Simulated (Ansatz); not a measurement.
**Worked example: correlation energy of H3Ge–GeH3, singlet**

Geometry: displaced at random from a stationary point.

```tsv
atom	x (Å)	y (Å)	z (Å)
Ge	-1.1293	-0.0061	-0.0050
Ge	1.1274	0.0110	0.0066
H	-1.7578	1.4092	0.0067
H	-1.6668	-0.8153	1.2607
H	-1.7699	-0.8199	-1.3386
H	1.8578	-1.5149	-0.0756
H	1.7119	0.6101	1.2151
H	1.7625	0.7797	-1.1814
```

Basis cc-pVDZ; Ansatz 0.2.0. Only valence electrons are correlated (noble-gas cores and the filled d shells of p-block atoms frozen), which leaves 14 electrons in 56 orbitals. Prefix R: restricted or restricted open-shell reference. No spin–orbit coupling is included, and no scalar relativity.

Full CI isn't at hand for all of this; RCCSDT(Q) serves as the reference, and is uncertain by about the last step of the cluster series.

Runs differ by some tens of microhartree through their thresholds, so steps under 0.03 kcal/mol mean nothing.

| level | total energy (hartree) |
| --- | --- |
| RHF | -4154.123906 |
| RMP2 | -4154.331005 |
| RCCSD | -4154.381168 |
| RCCSD(T) | -4154.387120 |
| RCCSDT | -4154.388271 |
| RCCSDT(Q) | -4154.388489 |

Question: What is the correlation energy at RCCSDT(Q), and what share of it do RMP2 and RCCSDT recover?

Answer: E(corr) = -4154.388489 − (-4154.123906) = -0.264583 hartree = -7.200 eV. RMP2: -0.207099 / -0.264583 = 78.27 %. RCCSDT: -0.264365 / -0.264583 = 99.92 %.

Question: By how many kcal/mol does RCCSD(T) miss RCCSDT(Q) (1 hartree = 627.509 kcal/mol), and which steps make up the rest?

Answer: -4154.387120 − (-4154.388489) = 0.001369 hartree = 0.86 kcal/mol. Steps: RCCSDT − RCCSD(T) = -0.72, RCCSDT(Q) − RCCSDT = -0.14 kcal/mol. Differences between like states or geometries often cancel part of this.
